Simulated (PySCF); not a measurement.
Some computed properties have been withheld. Give your best values.

Compound: pyrazine, C4H4N2.
Numbering: `[cH:1]1[cH:2][n:3][cH:4][cH:5][n:6]1` (hydrogens: H7 on C1; H8 on C2; H9 on C4; H10 on C5)

```json
{"property": "point group", "level": "PBE0-D3(BJ)/def2-TZVP", "value": "D2h"}
{"property": "rotational constants A, B, C", "level": "PBE0-D3(BJ)/def2-TZVP", "value": "6.488, 6.012, 3.120 GHz"}
{"property": "dipole moment", "level": "CAM-B3LYP/aug-cc-pVTZ", "value": "?"}
{"property": "HOMO energy", "level": "CAM-B3LYP/aug-cc-pVTZ", "value": "?"}
{"property": "LUMO energy", "level": "CAM-B3LYP/aug-cc-pVTZ", "value": "-0.52 eV"}
{"property": "lowest singlet excitation", "level": "TDDFT CAM-B3LYP/aug-cc-pVTZ", "value": "?"}
{"property": "strongest line among the 10 lowest singlet transitions", "level": "TDDFT CAM-B3LYP/aug-cc-pVTZ", "value": "S3 at 5.48 eV (226 nm, f = 0.117)"}
{"property": "lowest triplet excitation (Tamm–Dancoff)", "level": "TDA CAM-B3LYP/aug-cc-pVTZ", "value": "3.48 eV"}
{"property": "static isotropic polarisability", "level": "CAM-B3LYP/aug-cc-pVTZ", "value": "58.3 au"}
{"property": "electronic spatial extent ⟨r²⟩ about the centre of nuclear charge", "level": "CAM-B3LYP/aug-cc-pVTZ", "value": "408 bohr²"}
{"property": "13C chemical shifts (computed TMS as zero) by class", "level": "GIAO B97-2/pcSseg-2", "value": "153.0 (C1/C2/C4/C5) ppm"}
{"property": "1H chemical shifts (computed TMS as zero) by class", "level": "GIAO B97-2/pcSseg-2", "value": "?"}
{"property": "isotropic shieldings of nuclei other than C and H, by class", "level": "GIAO B97-2/pcSseg-2", "value": "-111 (N3/N6) ppm"}
{"property": "largest of the computed one-bond spin–spin couplings (means over like bonds)", "level": "B3LYP/pcJ-2", "value": "13C–1H +188.0 (C1–H7 and 3 like it), 13C–13C +55.9 (C1–C2 and 1 like it), 15N–13C +1.4 (N6–C1 and 3 like it) Hz"}
```

The electronic properties come from PySCF, for the isolated species, density fitting. Isolated species at its PBE0-D3(BJ)/def2-TZVP geometry, gas phase.

The HOMO energy?

-8.80 eV.

The 1H chemical shifts (computed TMS as zero) by class?

8.80 (H7/H8/H9/H10) ppm.

The lowest singlet excitation?

4.16 eV (298 nm, f = 0.006).

Give the dipole moment.

0.00 D.

The polarisability is 8.64 Å³ as a volume (1 au = 0.148185 Å³), or 1.39 au for each of the 42 electrons. In wavenumbers S1 is 33600 cm⁻¹ (1 eV = 8065.54 cm⁻¹). The vertical singlet–triplet gap S1 − T1 is 0.68 eV (TDDFT singlet less Tamm–Dancoff triplet; S1: HOMO→LUMO, weight 0.98; T1: HOMO→LUMO, weight 0.95). The largest Löwdin shares of the HOMO are 0.28 on N3 and 0.28 on N6. The rotational constants make it an asymmetric top with κ = (2B − A − C)/(A − C) = 0.72, nearer the oblate limit (+1).
